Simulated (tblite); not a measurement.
Input of a run (GFN2-xTB geometry optimisation, gas phase (tblite 0.8.0)), started from a force field or distance geometry:
```
{"job": {"kind": "relax", "xc": "GFN2-xTB", "basis": "xTB"}, "charge": 0, "multiplicity": 2}
Cl    -1.264600     1.972800     0.350700
C     -0.487000     0.694900    -0.597800
C      0.819400     0.096400    -0.098100
C     -0.484500    -0.677200    -0.002800
H      1.260700     0.408600     0.861000
H      1.518700    -0.107300    -0.909900
H     -0.580200    -1.529600    -0.691700
H     -0.773500    -0.849200     1.064100
```

Output (eV, eV/Å):
```
step      E/eV     max force
  0    -350.67079    2.814
  1    -350.83345    1.724
  2    -350.93790    0.540
  3    -350.94875    0.409
  4    -350.97358    0.374
  5    -350.97905    0.311
  6    -350.98541    0.199
  7    -350.98997    0.203
  8    -350.99367    0.163
  9    -350.99501    0.101
 10    -350.99573    0.084
 11    -350.99637    0.088
 12    -350.99698    0.077
 13    -350.99740    0.058
 14    -350.99763    0.051
 15    -350.99776    0.041
 16    -350.99784    0.024
 17    -350.99790    0.020
 18    -350.99795    0.019
 19    -350.99798    0.017
 20    -350.99800    0.012
 21    -350.99801    0.012
 22    -350.99804    0.014
 23    -350.99805    0.013
 24    -350.99807    0.014
 25    -350.99808    0.011
 26    -350.99808    0.008
```

Q: Summarise the run.

A: The energy falls by 31.6 kJ/mol over 26 L-BFGS steps, the largest force on an atom goes from 2.81 to 0.008 eV/Å, and the atoms move by 0.093 Å rms after alignment. The bond that changes most is Cl1–C2 (ends: chlorine bonded to C; carbon bonded to 2 C and Cl), which shortens by 0.079 Å. Bonds longer at the end by more than 0.005 Å: 1 of 8; shorter: 7. Among the angles that change most is Cl1–C2–C4, from 116.7° to 128.5°. Among the dihedrals that turn most is Cl1–C2–C3–C4, from 106° to 119°. The energy never rose by more than 1e-5 eV on the way. The first step brought 50 % of the lowering.

Q: What are the final bond lengths?

A: Cl1–C2 1.692 Å, C2–C3 1.468 Å, C3–C4 1.526 Å, C2–C4 1.468 Å, C3–H5 1.083 Å, C3–H6 1.081 Å, C4–H7 1.081 Å, C4–H8 1.084 Å. Numbering counts from 1 in the input's order; the species is `Cl[C]1CC1` [radical].

Its GFN2-xTB frequencies are all real (lowest 257 cm⁻¹).

All values are computed, not measured.
